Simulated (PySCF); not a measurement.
# C₃FN₂−: NMR shifts and electronic excitations in gas and solvents

Aim: compute the NMR shifts and electronic excitations of C₃FN₂− (`N#C[C-](F)C#N`), and see what a dielectric continuum does where one was used.

The runs use PySCF 2.14.0, with density-fitted response routines of our own; the level of theory stands in each step. All values are computed, except where a source is named. Atoms are numbered from 0 throughout.

## Step 1: Starting geometry

6 atoms, charge -1, multiplicity 1; geometry from: GFN2-xTB. The atoms were then displaced at random by about 0.01 Å, so the start is not that level's minimum.

Bonds of the start (Å): N0–C1 1.15, C1–C2 1.35, C2–F3 1.42, C2–C4 1.38, C4–N5 1.16.

## Step 2: Relaxing the molecule at PBE0-D3(BJ)/def2-SVP

The job: settings as JSON, then the geometry in Å.

```
{"job": {"xc": "PBE0", "basis": "def2-SVP", "d3": "d3bj", "grid": 1, "shake": 0.01, "kind": "geom"}, "charge": -1, "multiplicity": 1}
N     -2.201830    -0.860140    -0.049000
C     -1.208840    -0.273340    -0.053960
C     -0.019440     0.372170    -0.056490
F      0.032420     1.785420    -0.208660
C      1.201960    -0.257370     0.092720
N      2.219880    -0.796760     0.230730
```

Started as:

```console
$ OMP_NUM_THREADS=1 python probes_run.py task.json out
```

This one command runs all jobs of the session in turn.

The program printed:

```text
step   0  E = -323.04574803  max force = 0.051458
step   1  E = -323.04742604  max force = 0.018187
step   2  E = -323.04818103  max force = 0.014482
step   3  E = -323.04968597  max force = 0.003783
step   4  E = -323.04981657  max force = 0.001662
step   5  E = -323.04986159  max force = 0.000704
step   6  E = -323.04987103  max force = 0.000573
step   7  E = -323.04987821  max force = 0.000269
optimisation converged
```

It took 13 s on 1 thread of AMD EPYC 9R14, shared host; peak memory 0.35 GiB.

Relaxation path:

| step | energy from step 0 (eV) | largest force component (eV/Å) |
| --- | --- | --- |
| 0 | 0.0000 | 2.6461 |
| 1 | -0.0457 | 0.9352 |
| 2 | -0.0662 | 0.7447 |
| 3 | -0.1072 | 0.1945 |
| 4 | -0.1107 | 0.0855 |
| 5 | -0.1119 | 0.0362 |
| 6 | -0.1122 | 0.0295 |
| 7 | -0.1124 | 0.0138 |

Close pairs (by a distance rule), those that changed most:

| bond | before (Å) | after (Å) | change (Å) |
| --- | --- | --- | --- |
| C2–F3 | 1.422 | 1.387 | -0.036 |
| C1–C2 | 1.353 | 1.388 | +0.035 |
| N0–C1 | 1.153 | 1.177 | +0.023 |
| C4–N5 | 1.160 | 1.177 | +0.017 |
| C2–C4 | 1.382 | 1.388 | +0.006 |

The end geometry stands in the next job.

| at the end point | value |
| --- | --- |
| point group (found at 0.08 Å tolerance) | C2v |
| rotational constants (GHz, main isotopes) | 6.416, 2.768, 1.934 |

## Step 3: NMR shieldings: PBE0/pcSseg-1 in acetonitrile

The job: settings as JSON, then the geometry in Å.

```
{"job": {"kind": "nmr", "xc": "PBE0", "basis": "pcSseg-1", "solvent": "acetonitrile", "pop": true}, "charge": -1, "multiplicity": 1}
N     -2.231983    -0.911607    -0.180180
C     -1.210850    -0.331464    -0.104197
C     -0.013254     0.364688    -0.016173
F     -0.078578     1.749404    -0.047333
C      1.243834    -0.212046     0.101510
N      2.314755    -0.689650     0.201692
```

Method: GIAO PBE0/pcSseg-1 NMR shielding, non-relativistic, IEF-PCM acetonitrile.

The program printed:

```text
coarse grid: 6472 points
cycle   1  E = -323.2299830286  dE =  7.058e-01  |g| = 6.388e-01  |ddm| = 2.645e+00
cycle   2  E = -322.9842730389  dE =  2.457e-01  |g| = 1.261e+00  |ddm| = 1.686e+00
cycle   3  E = -323.3082246017  dE = -3.240e-01  |g| = 1.524e-01  |ddm| = 1.068e+00
cycle   4  E = -323.3126275667  dE = -4.403e-03  |g| = 5.337e-02  |ddm| = 1.335e-01
cycle   5  E = -323.3130815119  dE = -4.539e-04  |g| = 1.465e-02  |ddm| = 4.744e-02
cycle   6  E = -323.3131236540  dE = -4.214e-05  |g| = 1.304e-03  |ddm| = 1.359e-02
cycle   7  E = -323.3131240083  dE = -3.543e-07  |g| = 2.239e-04  |ddm| = 1.154e-03
final grid: 67216 points
cycle   8  E = -323.3526195874  dE = -1.564e-05  |g| = 5.117e-03  |ddm| = 1.979e-02
cycle   9  E = -323.3526170910  dE =  2.496e-06  |g| = 6.831e-03  |ddm| = 1.055e-02
cycle  10  E = -323.3526245782  dE = -7.487e-06  |g| = 8.938e-04  |ddm| = 5.326e-03
cycle  11  E = -323.3526247065  dE = -1.283e-07  |g| = 4.768e-04  |ddm| = 8.193e-04
cycle  12  E = -323.3526247538  dE = -4.732e-08  |g| = 8.343e-05  |ddm| = 3.868e-04
cycle  13  E = -323.3526247552  dE = -1.319e-09  |g| = 1.226e-05  |ddm| = 7.173e-05
cycle  14  E = -323.3526247552  dE = -1.864e-11  |g| = 8.628e-06  |ddm| = 1.668e-05
converged SCF energy = -323.3526247552

GIAO shielding tensors (ppm)
atom      isotropic    diamagn.    paramagn.     s11        s22        s33       span
  0 N     -112.792     343.114    -455.906   -225.217   -127.089     13.931    239.148
  1 C       47.566     257.723    -210.158    -60.511    -53.282    256.490    317.001
  2 C       71.249     246.740    -175.491    -64.688    108.403    170.032    234.719
  3 F      526.880     472.514      54.367    349.388    384.935    846.319    496.931
  4 C       47.573     257.719    -210.146    -60.492    -53.260    256.470    316.962
  5 N     -112.882     343.108    -455.990   -225.297   -127.229     13.880    239.176
```

Run time: 5.2 s. Hardware: 1 thread of AMD EPYC 9R14, shared host; peak memory 0.47 GiB.

Shifts follow as δ = σ(reference) − σ, with reference shieldings (ppm) from runs at the same level and on the same kind of geometry: 13C TMS 185.5, 19F CFCl3 180.5, 15N NH3 268.5. The references are single molecules in the same continuum, so shifts against H2O, NH3, PH3, H3PO4 or CFCl3 are not on the usual liquid scales and can be off by tens of ppm. Atoms listed in one row are averaged.

| atoms | environment | σ (ppm) | δ (ppm) |
| --- | --- | --- | --- |
| C1, C4 | nitrile carbon | 47.6 | 137.9 |
| C2 | carbanion centre | 71.2 | 114.2 |
| N0, N5 | nitrile nitrogen | -112.8 | 381.4 |
| F3 | fluorine bonded to C | 526.9 | -346.4 |

The run also stored atomic charges by several schemes (e):

| atoms | Mulliken | IAO | Hirshfeld | ESP fit |
| --- | --- | --- | --- | --- |
| N0, N5 | -0.42 | -0.43 | -0.38 | -0.69 |
| C1, C4 | 0.05 | 0.11 | -0.01 | 0.52 |
| C2 | 0.07 | -0.05 | -0.06 | -0.56 |
| F3 | -0.33 | -0.32 | -0.16 | -0.10 |

Mayer bond orders: N0–C1 2.89, C1–C2 1.19, C2–F3 0.88, C2–C4 1.19, C4–N5 2.89.

## Step 4: Nuclear shieldings: PBE0/pcSseg-1 in dimethylsulfoxide

The job: settings as JSON, then the geometry in Å.

```
{"job": {"kind": "nmr", "xc": "PBE0", "basis": "pcSseg-1", "solvent": "dimethylsulfoxide", "pop": false}, "charge": -1, "multiplicity": 1}
N     -2.231983    -0.911607    -0.180180
C     -1.210850    -0.331464    -0.104197
C     -0.013254     0.364688    -0.016173
F     -0.078578     1.749404    -0.047333
C      1.243834    -0.212046     0.101510
N      2.314755    -0.689650     0.201692
```

Level: GIAO PBE0/pcSseg-1 NMR shielding, non-relativistic, IEF-PCM dimethylsulfoxide.

The program printed:

```text
coarse grid: 6472 points
cycle   1  E = -323.2306209933  dE =  7.051e-01  |g| = 6.386e-01  |ddm| = 2.645e+00
cycle   2  E = -322.9857724462  dE =  2.448e-01  |g| = 1.260e+00  |ddm| = 1.685e+00
cycle   3  E = -323.3088260031  dE = -3.231e-01  |g| = 1.521e-01  |ddm| = 1.066e+00
cycle   4  E = -323.3132102032  dE = -4.384e-03  |g| = 5.328e-02  |ddm| = 1.332e-01
cycle   5  E = -323.3136625613  dE = -4.524e-04  |g| = 1.464e-02  |ddm| = 4.734e-02
cycle   6  E = -323.3137045922  dE = -4.203e-05  |g| = 1.300e-03  |ddm| = 1.357e-02
cycle   7  E = -323.3137049443  dE = -3.521e-07  |g| = 2.228e-04  |ddm| = 1.151e-03
final grid: 67216 points
cycle   8  E = -323.3532003478  dE = -1.565e-05  |g| = 5.117e-03  |ddm| = 1.979e-02
cycle   9  E = -323.3531978544  dE =  2.493e-06  |g| = 6.829e-03  |ddm| = 1.054e-02
cycle  10  E = -323.3532053388  dE = -7.484e-06  |g| = 8.927e-04  |ddm| = 5.323e-03
cycle  11  E = -323.3532054669  dE = -1.282e-07  |g| = 4.753e-04  |ddm| = 8.175e-04
cycle  12  E = -323.3532055140  dE = -4.701e-08  |g| = 8.363e-05  |ddm| = 3.859e-04
cycle  13  E = -323.3532055153  dE = -1.327e-09  |g| = 1.222e-05  |ddm| = 7.193e-05
cycle  14  E = -323.3532055153  dE = -1.859e-11  |g| = 8.590e-06  |ddm| = 1.663e-05
converged SCF energy = -323.3532055153

GIAO shielding tensors (ppm)
atom      isotropic    diamagn.    paramagn.     s11        s22        s33       span
  0 N     -112.689     343.120    -455.809   -225.089   -126.976     13.999    239.088
  1 C       47.539     257.723    -210.184    -60.531    -53.296    256.444    316.975
  2 C       71.253     246.737    -175.484    -64.649    108.402    170.004    234.653
  3 F      526.862     472.509      54.353    349.385    384.907    846.296    496.911
  4 C       47.547     257.719    -210.172    -60.511    -53.273    256.425    316.936
  5 N     -112.780     343.114    -455.894   -225.170   -127.116     13.946    239.117
```

Run time: 3.5 s. Hardware: 1 thread of AMD EPYC 9R14, shared host; peak memory 0.47 GiB.

Key values: δ C1 137.9, C2 114.2, N0 381.3, F3 -346.3 ppm (means over like atoms).

## Step 5: TDDFT and polarisability: CAM-B3LYP/def2-SVPD

The job: settings as JSON, then the geometry in Å.

```
{"job": {"kind": "uv", "xc": "CAM-B3LYP", "basis": "def2-SVPD", "dynamic": true, "nstates": 6, "ntriplets": 0}, "charge": -1, "multiplicity": 1}
N     -2.231983    -0.911607    -0.180180
C     -1.210850    -0.331464    -0.104197
C     -0.013254     0.364688    -0.016173
F     -0.078578     1.749404    -0.047333
C      1.243834    -0.212046     0.101510
N      2.314755    -0.689650     0.201692
```

Level: TDDFT CAM-B3LYP/def2-SVPD, vertical, gas phase, core orbitals frozen in the response.

The program printed:

```text
coarse grid: 6472 points
cycle   1  E = -323.1357051445  dE =  7.861e-01  |g| = 7.262e-01  |ddm| = 3.520e+00
cycle   2  E = -322.8678609043  dE =  2.678e-01  |g| = 1.363e+00  |ddm| = 2.178e+00
cycle   3  E = -323.2527752928  dE = -3.849e-01  |g| = 1.000e-01  |ddm| = 1.374e+00
cycle   4  E = -323.2540378312  dE = -1.263e-03  |g| = 6.403e-02  |ddm| = 1.384e-01
cycle   5  E = -323.2547783863  dE = -7.406e-04  |g| = 1.073e-02  |ddm| = 7.459e-02
cycle   6  E = -323.2548077248  dE = -2.934e-05  |g| = 2.349e-03  |ddm| = 2.017e-02
cycle   7  E = -323.2548097411  dE = -2.016e-06  |g| = 6.808e-04  |ddm| = 6.765e-03
final grid: 67216 points
cycle   8  E = -323.3039342311  dE = -1.188e-05  |g| = 3.072e-03  |ddm| = 3.929e-02
cycle   9  E = -323.3039334475  dE =  7.836e-07  |g| = 3.961e-03  |ddm| = 6.676e-03
cycle  10  E = -323.3039358999  dE = -2.452e-06  |g| = 1.793e-04  |ddm| = 2.672e-03
cycle  11  E = -323.3039359056  dE = -5.660e-09  |g| = 1.529e-04  |ddm| = 3.748e-04
cycle  12  E = -323.3039359097  dE = -4.177e-09  |g| = 7.146e-05  |ddm| = 2.540e-04
cycle  13  E = -323.3039359110  dE = -1.312e-09  |g| = 1.052e-05  |ddm| = 7.976e-05
cycle  14  E = -323.3039359111  dE = -3.587e-11  |g| = 1.060e-05  |ddm| = 2.801e-05
converged SCF energy = -323.3039359111

Static polarisability (au): isotropic 55.885, principal 34.996 45.201 87.459

Singlet excitations
state   eV       nm        f      main configurations
  1   2.9881    414.9   0.00031   H->L 0.90
  2   4.5783    270.8   0.00023   H->L+1 0.92
  3   5.3974    229.7   0.00000   H->L+5 0.85, H-2->L 0.09
  4   5.8594    211.6   0.30951   H->L+2 0.83, H-1->L 0.12
  5   6.0347    205.5   0.00000   H->L+4 0.94
  6   6.1408    201.9   0.00442   H->L+3 0.95
```

Wall time 6.8 s (1 thread of AMD EPYC 9R14, shared host); peak memory 0.56 GiB.

The orbitals next to the gap, with their largest atomic shares:

| orbital | eV | atoms |
| --- | --- | --- |
| HOMO−3 | -6.79 | N5 23 %, N0 23 %, C4 21 % |
| HOMO−2 | -6.51 | N0 26 %, N5 26 %, C1 21 % |
| HOMO−1 | -6.21 | N0 26 %, N5 26 %, C1 22 % |
| HOMO | -2.16 | C2 32 %, N0 18 %, N5 18 % |
| LUMO | 4.80 | C2 21 %, F3 18 %, N5 15 % |
| LUMO+1 | 5.59 | C4 31 %, C1 31 %, C2 16 % |
| LUMO+2 | 6.72 | N5 22 %, N0 22 %, C1 22 % |

With each of the 6 states as a Gaussian band of 0.4 eV half-width at 1/e, the curve within the window shown has maxima at 211 nm (ε 13,000) L/(mol cm). Beyond the last state computed it falls off for lack of states. The curve at chosen wavelengths:

nm, ε (L/mol/cm) and a bar:
```
      192       1617 #####
      205      10539 ##############################
      218      10164 #############################
      231       2571 #######
      244        260 #
      257         20 
      270         10 
      283          7 
      296          3 
      309          1 
      322          0 
      335          1 
      348          2 
      362          4 
      375          7 
      388         10 
      401         12 
      414         13 
      427         12 
      440         10 
      453          8 
      466          6 
      479          5 
      492          3 
      505          2 
      518          1
```

Ground-state properties from the same run:

| property | computed |
| --- | --- |
| polarisability (Å³) | 8.28 |
| HOMO–LUMO gap (eV) | 6.97 |
| −ε(HOMO) (eV) | 2.16 |
| C6 with itself (au) | 1132 |

## Step 6: Excited states and response: CAM-B3LYP/def2-SVPD in acetonitrile

The job: settings as JSON, then the geometry in Å.

```
{"job": {"kind": "uv", "xc": "CAM-B3LYP", "basis": "def2-SVPD", "solvent": "acetonitrile", "nstates": 6, "ntriplets": 0}, "charge": -1, "multiplicity": 1}
N     -2.231983    -0.911607    -0.180180
C     -1.210850    -0.331464    -0.104197
C     -0.013254     0.364688    -0.016173
F     -0.078578     1.749404    -0.047333
C      1.243834    -0.212046     0.101510
N      2.314755    -0.689650     0.201692
```

Level: TDDFT CAM-B3LYP/def2-SVPD, vertical, IEF-PCM acetonitrile (non-equilibrium linear response), core orbitals frozen in the response.

The program printed:

```text
coarse grid: 6472 points
cycle   1  E = -323.2275095414  dE =  6.944e-01  |g| = 6.984e-01  |ddm| = 3.520e+00
cycle   2  E = -323.0438722485  dE =  1.836e-01  |g| = 1.193e+00  |ddm| = 1.991e+00
cycle   3  E = -323.3362800559  dE = -2.924e-01  |g| = 7.397e-02  |ddm| = 1.208e+00
cycle   4  E = -323.3369627353  dE = -6.827e-04  |g| = 5.276e-02  |ddm| = 1.204e-01
cycle   5  E = -323.3374636740  dE = -5.009e-04  |g| = 9.303e-03  |ddm| = 5.849e-02
cycle   6  E = -323.3374849575  dE = -2.128e-05  |g| = 1.964e-03  |ddm| = 1.552e-02
cycle   7  E = -323.3374863964  dE = -1.439e-06  |g| = 5.959e-04  |ddm| = 5.368e-03
final grid: 67216 points
cycle   8  E = -323.3865972601  dE = -1.198e-05  |g| = 3.035e-03  |ddm| = 3.857e-02
cycle   9  E = -323.3865966179  dE =  6.423e-07  |g| = 3.828e-03  |ddm| = 6.439e-03
cycle  10  E = -323.3865988944  dE = -2.277e-06  |g| = 1.756e-04  |ddm| = 2.526e-03
cycle  11  E = -323.3865989019  dE = -7.496e-09  |g| = 1.284e-04  |ddm| = 3.555e-04
cycle  12  E = -323.3865989049  dE = -2.945e-09  |g| = 6.718e-05  |ddm| = 2.562e-04
cycle  13  E = -323.3865989060  dE = -1.165e-09  |g| = 9.605e-06  |ddm| = 7.299e-05
cycle  14  E = -323.3865989061  dE = -4.900e-11  |g| = 6.630e-06  |ddm| = 2.883e-05
converged SCF energy = -323.3865989061

Static polarisability (au): isotropic 75.293, principal 45.613 57.644 122.622

Singlet excitations
state   eV       nm        f      main configurations
  1   3.0139    411.4   0.00032   H->L 0.97
  2   5.0340    246.3   0.00044   H->L+1 0.97
  3   5.3801    230.4   0.00000   H->L+4 0.76, H->L+3 0.13, H-2->L 0.09
  4   5.7289    216.4   0.43622   H->L+2 0.88, H-1->L 0.09
  5   6.5202    190.2   0.00000   H->L+3 0.83, H->L+4 0.15
  6   6.8170    181.9   0.01129   H->L+5 0.94
```

Wall time 5.2 s (1 thread of AMD EPYC 9R14, shared host); peak memory 0.57 GiB.

Key values: HOMO -6.57 eV, LUMO 0.52 eV; lowest singlet 3.01 eV.

## Step 7: Excited states and response: CAM-B3LYP/def2-SVPD in dimethylsulfoxide

The job: settings as JSON, then the geometry in Å.

```
{"job": {"kind": "uv", "xc": "CAM-B3LYP", "basis": "def2-SVPD", "solvent": "dimethylsulfoxide", "nstates": 6, "ntriplets": 0}, "charge": -1, "multiplicity": 1}
N     -2.231983    -0.911607    -0.180180
C     -1.210850    -0.331464    -0.104197
C     -0.013254     0.364688    -0.016173
F     -0.078578     1.749404    -0.047333
C      1.243834    -0.212046     0.101510
N      2.314755    -0.689650     0.201692
```

With the program's defaults for keys left out, this is: TDDFT CAM-B3LYP/def2-SVPD, vertical, IEF-PCM dimethylsulfoxide (non-equilibrium linear response), core orbitals frozen in the response.

The program printed:

```text
coarse grid: 6472 points
cycle   1  E = -323.2281764487  dE =  6.937e-01  |g| = 6.981e-01  |ddm| = 3.520e+00
cycle   2  E = -323.0452584392  dE =  1.829e-01  |g| = 1.192e+00  |ddm| = 1.990e+00
cycle   3  E = -323.3368629670  dE = -2.916e-01  |g| = 7.376e-02  |ddm| = 1.207e+00
cycle   4  E = -323.3375418935  dE = -6.789e-04  |g| = 5.264e-02  |ddm| = 1.203e-01
cycle   5  E = -323.3380406096  dE = -4.987e-04  |g| = 9.294e-03  |ddm| = 5.834e-02
cycle   6  E = -323.3380618341  dE = -2.122e-05  |g| = 1.961e-03  |ddm| = 1.549e-02
cycle   7  E = -323.3380632681  dE = -1.434e-06  |g| = 5.952e-04  |ddm| = 5.355e-03
final grid: 67216 points
cycle   8  E = -323.3871739602  dE = -1.198e-05  |g| = 3.035e-03  |ddm| = 3.856e-02
cycle   9  E = -323.3871733191  dE =  6.411e-07  |g| = 3.827e-03  |ddm| = 6.438e-03
cycle  10  E = -323.3871755944  dE = -2.275e-06  |g| = 1.755e-04  |ddm| = 2.525e-03
cycle  11  E = -323.3871756020  dE = -7.524e-09  |g| = 1.280e-04  |ddm| = 3.556e-04
cycle  12  E = -323.3871756049  dE = -2.928e-09  |g| = 6.714e-05  |ddm| = 2.564e-04
cycle  13  E = -323.3871756061  dE = -1.163e-09  |g| = 9.628e-06  |ddm| = 7.293e-05
cycle  14  E = -323.3871756061  dE = -5.036e-11  |g| = 6.591e-06  |ddm| = 2.895e-05
converged SCF energy = -323.3871756061

Static polarisability (au): isotropic 75.551, principal 45.786 57.816 123.052

Singlet excitations
state   eV       nm        f      main configurations
  1   3.0124    411.6   0.00034   H->L 0.97
  2   5.0331    246.3   0.00050   H->L+1 0.97
  3   5.3789    230.5   0.00000   H->L+4 0.76, H->L+3 0.14, H-2->L 0.09
  4   5.6947    217.7   0.46797   H->L+2 0.89, H-1->L 0.08
  5   6.5209    190.1   0.00000   H->L+3 0.82, H->L+4 0.15
  6   6.8190    181.8   0.01217   H->L+5 0.94
```

It took 5.3 s on 1 thread of AMD EPYC 9R14, shared host; peak memory 0.57 GiB.

Key values: HOMO -6.60 eV, LUMO 0.49 eV; lowest singlet 3.01 eV.

## Step 8: Side by side: NMR shifts

Shifts (ppm), means over like atoms, with basis size and wall time:

| run | C1 | C2 | N0 | F3 | functions | time |
| --- | --- | --- | --- | --- | --- | --- |
| PBE0/pcSseg-1 in acetonitrile | 137.9 | 114.2 | 381.4 | -346.4 | 102 | 5.2 s |
| PBE0/pcSseg-1 in dimethylsulfoxide | 137.9 | 114.2 | 381.3 | -346.3 | 102 | 3.5 s |

The continuum's effect on the ground state:

| solvent | ε | polarisation energy (Eh) |
| --- | --- | --- |
| acetonitrile | 35.69 | -0.0840 |
| dimethylsulfoxide | 46.83 | -0.0846 |

## Step 9: Side by side: electronic excitations

Excitations and ground-state properties, with basis size and wall time:

| run | lowest singlet (eV) | brightest (eV) | f | gap (eV) | α (Å³) | functions | time |
| --- | --- | --- | --- | --- | --- | --- | --- |
| CAM-B3LYP/def2-SVPD | 2.99 | 5.86 | 0.310 | 6.97 | 8.28 | 123 | 6.8 s |
| CAM-B3LYP/def2-SVPD in acetonitrile | 3.01 | 5.73 | 0.436 | 7.09 | 11.16 | 123 | 5.2 s |
| CAM-B3LYP/def2-SVPD in dimethylsulfoxide | 3.01 | 5.69 | 0.468 | 7.09 | 11.20 | 123 | 5.3 s |

The continuum's effect on the ground state:

| solvent | ε | polarisation energy (Eh) |
| --- | --- | --- |
| acetonitrile | 35.69 | -0.0831 |
| dimethylsulfoxide | 46.83 | -0.0837 |

## Step 10: What came out

```
                                                                             quantity                        value
                                                                          point group                          C2v
                                                 rotational constants (main isotopes)         6.42, 2.77, 1.93 GHz
13C shifts against TMS (PBE0/pcSseg-1, acetonitrile, means over atoms taken as alike)             137.9, 114.2 ppm
15N shifts against NH3 (PBE0/pcSseg-1, acetonitrile, means over atoms taken as alike)                    381.4 ppm
                               19F shifts against CFCl3 (PBE0/pcSseg-1, acetonitrile)                   -346.4 ppm
                                                 lowest singlet (CAM-B3LYP/def2-SVPD)  2.99 eV (415 nm), f = 0.000
                                             brightest single state of those computed  state 4, 5.86 eV, f = 0.310
                                                             range of the shift of N0           381.3 to 381.4 ppm
                                                          range of the lowest singlet              2.99 to 3.01 eV
```

**Reading.** Over 7 steps the energy fell by 0.112 eV; of the close pairs, C2–F3 changed most, 1.422 to 1.387 Å. At PBE0/pcSseg-1: The largest span, 497 ppm, is at F3, where the paramagnetic term is 54 ppm. The lowest singlet, at 2.99 eV, is HOMO→LUMO 0.90 and is dark; of the 6 states computed, the strongest absorption comes from state 4 at 5.86 eV. The lowest singlet lies above −ε(HOMO); no detachment energy was computed, so the anion's states may not be bound. In ppm, N0 (with its like atoms) moves most: its shift spreads over 0.1 ppm, from 381.3 (PBE0/pcSseg-1 in dimethylsulfoxide) to 381.4 (PBE0/pcSseg-1 in acetonitrile). The continuum holds electrostatics alone: no hydrogen bonds to the solvent, and the gas-phase geometry is kept. The lowest singlet runs from 2.99 eV (CAM-B3LYP/def2-SVPD) to 3.01 eV (CAM-B3LYP/def2-SVPD in acetonitrile), while the orbital gap spans 6.97 to 7.09 eV. The lowest state need not be the same one in every run.
